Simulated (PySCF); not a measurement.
Carbonyl fluoride, CF2O.
Bonds: O1–C2 (double), C2–F3, C2–F4.

The same species was optimised twice, with GFN2-xTB and with PBE0-D3(BJ)/def2-SVP (PySCF), and the same property calculations (PySCF, gas phase) were run on both structures.

```csv
coordinate,GFN2-xTB,PBE0-D3(BJ)/def2-SVP,change
O1=C2 (Å),1.159,1.171,+0.012
C2–F4 (Å),1.317,1.307,-0.010
C2–F3 (Å),1.317,1.307,-0.010
F3–C2–F4 (°),106.5,108.0,+1.5
O1–C2–F4 (°),126.8,125.9,-0.9
O1–C2–F3 (°),126.7,126.1,-0.6
```

Rotational constants: A = 11948, B = 11732, C = 5919 MHz (GFN2-xTB) against A = 11895, B = 11838, C = 5933 MHz (PBE0-D3(BJ)/def2-SVP). Point groups within 0.08 Å: C2v and C2v.

On the GFN2-xTB structure: HOMO (eV) -10.51 [PBE0/pcSseg-1]; LUMO (eV) -0.37 [PBE0/pcSseg-1]; dipole (D) 0.98 [PBE0/pcSseg-1]; GIAO shielding of O1 (ppm) 20.0 [PBE0/pcSseg-1]; GIAO shielding of C2 (ppm) 42.9 [PBE0/pcSseg-1]; GIAO shielding of F3/F4 (mean) (ppm) 196.2 [PBE0/pcSseg-1].

What do these properties become on the PBE0-D3(BJ)/def2-SVP structure?

```json
{"property": "HOMO (eV)", "level": "PBE0/pcSseg-1", "on GFN2-xTB": "-10.51", "on PBE0-D3(BJ)/def2-SVP": "-10.35", "change": "+0.16"}
{"property": "LUMO (eV)", "level": "PBE0/pcSseg-1", "on GFN2-xTB": "-0.37", "on PBE0-D3(BJ)/def2-SVP": "-0.40", "change": "-0.03"}
{"property": "dipole (D)", "level": "PBE0/pcSseg-1", "on GFN2-xTB": "0.98", "on PBE0-D3(BJ)/def2-SVP": "1.15", "change": "+0.17"}
{"property": "energy, GFN2-xTB geometry as zero (kcal/mol)", "level": "PBE0/pcSseg-1", "on GFN2-xTB": "0.0", "on PBE0-D3(BJ)/def2-SVP": "-0.2", "change": "-0.2"}
{"property": "GIAO shielding of O1 (ppm)", "level": "PBE0/pcSseg-1", "on GFN2-xTB": "20.0", "on PBE0-D3(BJ)/def2-SVP": "11.9", "change": "-8.1"}
{"property": "GIAO shielding of C2 (ppm)", "level": "PBE0/pcSseg-1", "on GFN2-xTB": "42.9", "on PBE0-D3(BJ)/def2-SVP": "41.1", "change": "-1.8"}
{"property": "GIAO shielding of F3/F4 (mean) (ppm)", "level": "PBE0/pcSseg-1", "on GFN2-xTB": "196.2", "on PBE0-D3(BJ)/def2-SVP": "199.1", "change": "+2.9"}
```

The heavy atoms differ by 0.008 Å rms after alignment. Among all bonds O1=C2 changes most (+0.012 Å). Changes are differences of the printed values. Neither structure is proved a minimum here.
